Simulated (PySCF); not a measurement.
## Peak assignment

Atoms are numbered as in `[CH2:1]=[CH:2][C:3]1([CH3:4])[CH2:5][CH2:6]1`. Hydrogens are named by the atom that carries them. Ha(C1) is cis to C3; Hb(C1) is trans to C3.

[PySCF 2.14: shielding tensors at PBE0/pcSseg-1 (GIAO); structure optimised with GFN2-xTB; J: B3LYP/pcJ-1 (without the spin–dipole term); non-relativistic; isolated molecule; rapidly exchanging positions averaged; one conformer]

References, each an isolated molecule treated in the same way: ¹³C (186.93 ppm) and ¹H (31.72 ppm) vs TMS.

Question: Assign these signals to the numbered atoms. ¹³C{¹H} NMR (computed): δ 155.3, 113.6, 27.1, 24.1, 17.4.

Answer: 
```tsv
δ (ppm)	atoms	environment	reason
155.3	C2	alkene CH	an sp2 carbon of a C=C bond
113.6	C1	terminal =CH2 carbon	the olefinic region
27.1	C4	methyl carbon	saturated and bonded to C and H only
24.1	C5/C6	three-membered-ring carbon	carbons of three-membered rings are unusually shielded
17.4	C3	three-membered-ring carbon	–
```

Question: Assign these signals to the numbered atoms. ¹H NMR (300 MHz, computed): δ 6.63 (dd, J = 18.2, 12.5 Hz, 1H), 5.14 (d, J = 12.5 Hz, 1H), 4.76 (d, J = 18.2 Hz, 1H), 1.21 (s, 3H), 0.67 (m, 2H), 0.66 (m, 2H).

Answer: 
| δ (ppm) | atoms | environment | reason |
| --- | --- | --- | --- |
| 6.63 | H(C2) | hydrogen on an alkene CH | olefinic region |
| 5.14 | Hb(C1) | hydrogen on a terminal =CH2 carbon | attached to an sp2 carbon and in the plane of the double bond |
| 4.76 | Ha(C1) | hydrogen on a terminal =CH2 carbon | – |
| 1.21 | H(C4) | hydrogen on a methyl carbon | – |
| 0.67 | Hb(C5)/Hb(C6) | hydrogen on a three-membered-ring carbon | cyclopropane-type protons are shielded by the ring |
| 0.66 | Ha(C5)/Ha(C6) | hydrogen on a three-membered-ring carbon | – |

Hb(C5)/Hb(C6) and Ha(C5)/Ha(C6) lie closer than the usual error of such a calculation, so a measured spectrum could show them in the other order.

Multiplet labels drop couplings under 1 Hz and merge nearly equal ones. Couplings among chemically equivalent protons are left out too, so labels in AA′BB′ or AA′XX′ sets are apparent multiplicities. Unscaled 3J(H,H) at this level run about 10 % above measured values. Shifts are as computed. Against solution values, carbons near 30 ppm lie about +3 ppm off and those near 130 ppm about +5 ppm (rms about the fit 2.1 ppm; single classes can miss by 10 ppm). Of 1328 compounds with measured shifts, 309 miss one by over three times the rms of a fit or turn the order of signals round; such compounds aren't used in these exercises. Signals without a measured value on file couldn't be tested in this way; 1H shifts scatter by 0.2 ppm about their fit, and single ones miss by 0.5 ppm.
